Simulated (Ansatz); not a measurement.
Reaction (SMILES): [SiH3] (SiH3) → 3 H atom + Si atom
B3LYP-D3(BJ)/def2-TZVP geometries, fixed; electronic energies without zero-point terms.
Largest species:
```
Si
H 1 1.4828
H 1 1.4828 2 111.02
H 1 1.4828 2 111.02 3 124.02
```
Charge 0, spin multiplicity 2.

Basis-set convergence of the atomisation energy at PBE with Ansatz (a first-principles code). Cartesian d functions, on some or all atoms, in 6-31G*, 6-31+G*, 6-311G**, 6-311+G**; all else is spherical. The program fits the integrals of some runs and decomposes those of others, by size. Open shells are unrestricted. No added dispersion term, no relativity. Functions are those of the species that has most. Reference: the value in pcseg-4, 222.53 kcal/mol, itself unsure by roughly 0.18 kcal/mol (its mean distance from aug-pcseg-3, aug-cc-pV(Q+d)Z, cc-pV(5+d)Z). Deviations are taken from unrounded values.

```csv
basis,functions,atomisation energy (kcal/mol)
6-31G*,25,221.26
6-31+G*,29,221.60
def2-SVP,33,221.27
def2-SVPD,48,221.88
pcseg-1,33,220.03
aug-pcseg-1,54,220.14
cc-pV(D+d)Z,38,220.50
aug-cc-pV(D+d)Z,59,219.56
6-311G**,45,220.57
6-311+G**,49,220.45
def2-TZVP,55,222.46
def2-TZVPD,70,222.52
pcseg-2,76,222.09
aug-pcseg-2,119,222.22
cc-pV(T+d)Z,81,222.76
aug-cc-pV(T+d)Z,124,222.37
def2-TZVPP,84,222.83
def2-TZVPPD,99,222.85
cc-pV(Q+d)Z,154,222.97
aug-cc-pV(Q+d)Z,227,222.90
def2-QZVPP,160,222.55
def2-QZVPPD,175,222.56
pcseg-3,163,222.48
aug-pcseg-3,236,222.51
```

What the diffuse functions change, pair by pair:
- 6-31G* to 6-31+G*: 4 more functions, deviation -1.27 to -0.93 kcal/mol
- def2-SVP to def2-SVPD: 15 more functions, deviation -1.25 to -0.65 kcal/mol
- pcseg-1 to aug-pcseg-1: 21 more functions, deviation -2.49 to -2.39 kcal/mol
- cc-pV(D+d)Z to aug-cc-pV(D+d)Z: 21 more functions, deviation -2.03 to -2.97 kcal/mol
- 6-311G** to 6-311+G**: 4 more functions, deviation -1.95 to -2.08 kcal/mol
- def2-TZVP to def2-TZVPD: 15 more functions, deviation -0.07 to -0.01 kcal/mol
- pcseg-2 to aug-pcseg-2: 43 more functions, deviation -0.44 to -0.31 kcal/mol
- cc-pV(T+d)Z to aug-cc-pV(T+d)Z: 43 more functions, deviation 0.24 to -0.15 kcal/mol
- def2-TZVPP to def2-TZVPPD: 15 more functions, deviation 0.31 to 0.32 kcal/mol
- cc-pV(Q+d)Z to aug-cc-pV(Q+d)Z: 73 more functions, deviation 0.44 to 0.37 kcal/mol
- def2-QZVPP to def2-QZVPPD: 15 more functions, deviation 0.02 to 0.03 kcal/mol
- pcseg-3 to aug-pcseg-3: 73 more functions, deviation -0.04 to -0.02 kcal/mol

They bring the value nearer the reference by more than 0.18 kcal/mol in 2 of 12 pairs.
